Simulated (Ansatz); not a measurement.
## InH₄, quartet: reading a ladder of total energies

All five atoms lie in one plane.

Geometry: that of the InH4⁻, triplet, kept fixed. The doublet lies 4.3 eV lower here.

```xyz
5

In    0.0000    0.0000    0.0000
H     1.2631    0.0000    1.2631
H    -1.2631    0.0000    1.2631
H    -1.2631    0.0000   -1.2631
H     1.2631    0.0000   -1.2631
```

Basis def2-TZVPD with its core potentials; Ansatz 0.2.0. Only valence electrons are correlated (noble-gas cores and the filled d shells of p-block atoms frozen), which leaves 7 electrons in 83 orbitals. Prefix R: restricted or restricted open-shell reference; prefix U: unrestricted. No spin–orbit coupling is included; scalar relativity enters through the core potentials alone.

Full CI isn't at hand for all of this; UCCSDT(Q) serves as the reference, and is uncertain by about the last step of the cluster series.

Runs differ by some tens of microhartree through their thresholds and, for an open shell, their frozen cores, so steps under 0.03 kcal/mol mean nothing.

```
    level  total energy (hartree)
      UHF             -191.235399
     UMP2             -191.312606
    UCCSD             -191.337212
 UCCSD(T)             -191.340412
   UCCSDT             -191.341475
UCCSDT(Q)             -191.341601
```

**Question.** What is the correlation energy at UCCSDT(Q), and what share of it do UMP2 and UCCSDT recover?

**Answer.** E(corr) = -191.341601 − (-191.235399) = -0.106202 hartree = -2.890 eV. UMP2: -0.077207 / -0.106202 = 72.70 %. UCCSDT: -0.106076 / -0.106202 = 99.88 %.

**Question.** By how many kcal/mol does UCCSD(T) miss UCCSDT(Q) (1 hartree = 627.509 kcal/mol), and which steps make up the rest?

**Answer.** -191.340412 − (-191.341601) = 0.001189 hartree = 0.75 kcal/mol. Steps: UCCSDT − UCCSD(T) = -0.67, UCCSDT(Q) − UCCSDT = -0.08 kcal/mol. That is within 1 kcal/mol of the reference in this basis, which itself misses far more of the correlation at the basis-set limit.
